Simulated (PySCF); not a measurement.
## How the method moves the proton affinities of formamide

Structure: `NC=O` (CH3NO). Numbering: `[NH2:1][CH:2]=[O:3]`

All levels share the PBE0-D3(BJ)/def2-SVP structures and the PBE0-D3(BJ)/def2-SVP thermal terms; only the single-point energies (PySCF) change. Values are proton affinities (298 K, kJ/mol).

Measured (NIST Chemistry WebBook): proton affinity (−ΔH) 822 kJ/mol.

| level | O3 | N1 |
| --- | --- | --- |
| B3LYP-D3(BJ)/def2-TZVPP | 826 | 759 |
| ωB97X-D3(BJ)/def2-TZVP | 830 | 766 |

The widest spread is that of N1: 7 kJ/mol, from 759 to 766.

---

N,N-dimethylformamide: proton affinities at several levels

Structure: `CN(C)C=O` (C3H7NO). Numbering: `[CH3:1][N:2]([CH3:3])[CH:4]=[O:5]`

All levels share the PBE0-D3(BJ)/def2-SVP structures and the PBE0-D3(BJ)/def2-SVP thermal terms; only the single-point energies (PySCF) change. Values are proton affinities (298 K, kJ/mol).

Measured (NIST Chemistry WebBook): proton affinity (−ΔH) 888 kJ/mol.

| level | O5 | N2 |
| --- | --- | --- |
| BLYP-D3(BJ)/6-31+G* (grid 1) | 862 | 802 |
| ωB97X-D3(BJ)/def2-TZVP | 891 | 823 |

The widest spread is that of O5: 29 kJ/mol, from 862 to 891.

---

## How the method moves the proton affinities of butyraldehyde

Structure: `CCCC=O` (C4H8O). Non-hydrogen atoms are numbered in `[CH3:1][CH2:2][CH2:3][CH:4]=[O:5]`.

All levels share the PBE0-D3(BJ)/def2-SVP structures and the PBE0-D3(BJ)/def2-SVP thermal terms; only the single-point energies (PySCF) change. Values are proton affinities (298 K, kJ/mol).

Measured (NIST Chemistry WebBook): proton affinity (−ΔH) 793 kJ/mol.

```jsonl
{"level": "LDA/def2-TZVP (grid 1)", "O5": "777"}
{"level": "ωB97X-D3(BJ)/def2-TZVP", "O5": "802"}
```

The spread: 25 kJ/mol, from 777 to 802.
